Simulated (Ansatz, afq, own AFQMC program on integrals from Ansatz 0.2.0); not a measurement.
## GeNH₂, quartet in cc-pVDZ, levels against CCSDT(Q)

```xyz
4

Ge    0.0000    0.0000    4.9710
N     0.0000    0.0000   -1.2610
H     0.0000    0.8309   -1.8550
H     0.0000   -0.8309   -1.8550
```

Connectivity, by distances: Ge ··· NH2.

Basis cc-pVDZ. Only valence electrons are correlated. AFQMC by an in-house program on the Cholesky factors that Ansatz 0.2.0 writes for its CCSD(T) run. The CISD trial takes its coefficients from CCSD amplitudes. Released means that phaseless walkers are propagated on without the constraint, phases kept. Uncertainties: one standard error, sampling alone. No spin–orbit coupling.

Determinant: UHF, the one that the program's search chose, which needn't be the lowest solution. The geometry is a point of a scan.

No full CI on the walks' own integrals is used here; CCSDT(Q) serves as the reference and is uncertain by about the last step of the cluster series.

Cautions: no relativity below Rb; no spin-orbit coupling; inner d shell frozen; lower spins were not checked.

- T1 diagnostic: 0.0071
- weight of the determinant in the CISD state: 0.899
- ⟨S²⟩ of the determinant: 3.767
- size of the correlated space: 11 electrons in 36 orbitals

Reference: CCSDT(Q), correlation energy -6.060 eV. The released energy is read at 2.40 1/Eh (meV from the phaseless value at times in 1/Eh: -1 ± 9 at 0.24, 6 ± 9 at 0.51, -6 ± 11 at 0.99, -2 ± 10 at 1.62, -13 ± 13 at 2.40).

```
         level  E − E(reference) (meV)  share of correlation (%)
            HF                  6060.2                      0.00
           MP2                  1076.2                     82.24
          CCSD                   111.9                     98.15
       CCSD(T)                    22.8                     99.62
         CCSDT                     6.6                     99.89
   ph-AFQMC/HF             81.7 ± 44.6                     98.65
 ph-AFQMC/CISD              13.3 ± 9.4                     99.78
released AFQMC              0.6 ± 12.6                     99.99
```

A walk keeps the symmetry of its determinant, which the program's search chose and which needn't be the lowest solution, so a lower state of the same spin and another symmetry isn't excluded. Released energies are given only where the last usable release times agree within the noise; a slower fall can still hide under it.
